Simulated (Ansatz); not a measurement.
We consider 1T (CdI2-type) PtS2, described by PBE in Ansatz (plane waves, PAW).

Numerical settings: plane-wave cutoff 500 eV, 18×18×8 k mesh (along the axes of the cell as run), Fermi–Dirac smearing 0.05 eV, scalar-relativistic PAW data made under PBE.

Cell (relaxed at this level):

```yaml
crystal:
  lattice:
    - [1.78837, -3.09754, 0.00000]
    - [1.78837, 3.09754, 0.00000]
    - [0.00000, 0.00000, 6.46896]
  atoms:
    - { symbol: Pt, position: [0.00000, 0.00000, 0.00000] }
    - { symbol: S, position: [0.33333, 0.66667, 0.18974] }
    - { symbol: S, position: [0.66667, 0.33333, 0.81026] }
```

Question: Estimate the band gap that the calculation returns.

Answer: 
- band gap = 1.53 eV (on the SCF k mesh)

Measured, for comparison: band gap 0.7 eV (temperature not stated, no zero-point or thermal correction, bulk, cited; as tabulated in Two-dimensional noble-metal chalcogenides and phosphochalcogenides, Angew. …).

Note: the cell comes from a level without a dispersion term, which matters for the spacing of layers, chains or molecules; the cell has widely spaced layers and the level no dispersion term, so their spacing and the moduli can rest on weak binding.

Spin–orbit coupling is not included.

Computed values are for the static lattice.

The result took roughly 5 core-minutes.

Ansatz is a first-principles code.
